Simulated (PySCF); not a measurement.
Consider methoxyethene, `C=COC` (C3H6O). Optimised structure (Å), atoms numbered from 1:
```
C     1.3393   -0.4699    0.3523
C     0.7124    0.7117    0.4240
O    -0.5433    1.0047    0.0519
C    -1.3217   -0.0323   -0.4839
H     0.8768   -1.3780   -0.0369
H     2.3702   -0.5359    0.7013
H     1.2080    1.6027    0.8210
H    -2.3015    0.3966   -0.7274
H    -0.8642   -0.4420   -1.4017
H    -1.4526   -0.8514    0.2450
```

These are calculated values, ωB97X-D3(BJ)/ma-def2-TZVP in PySCF (grid level 2) at geometries from PBE0-D3(BJ)/ma-def2-SVP. Thermal corrections: PBE0-D3(BJ)/ma-def2-SVP frequencies, unscaled, ideal gas at 298.15 K and 1 bar, quasi-RRHO entropy.

Question: Rank these of its positions by gas-phase deprotonation enthalpy, most acidic first.
A. C4 (methyl carbon)
B. C1 (alkene carbon)

Answer: B (1686 kJ/mol), A (1708 kJ/mol).

Not ranked, since the method can't order them against a listed neighbour: C2 (1687 kJ/mol).

Question: For C2 (alkene carbon), what are ΔE (electronic) and ΔG(298 K) of the loss of the proton?

Answer: ΔE = 1722 and ΔG = 1655 kJ/mol, beside ΔH = 1687 kJ/mol. The product is `C=[C-]OC`.

Question: Of those listed, which site of deprotonation is favoured in acetonitrile (IEF-PCM), and by how much?

Answer: C1 (alkene carbon), by 24 kJ/mol over C4 (methyl carbon); the gas phase favours the same one.

Known limits: the order of C1 and C2 is undecided: the gaps lie inside the method's error (some 10 kJ/mol, one structure a species); one E/Z form of each vinyl-type anion was tried, and another may lie lower.
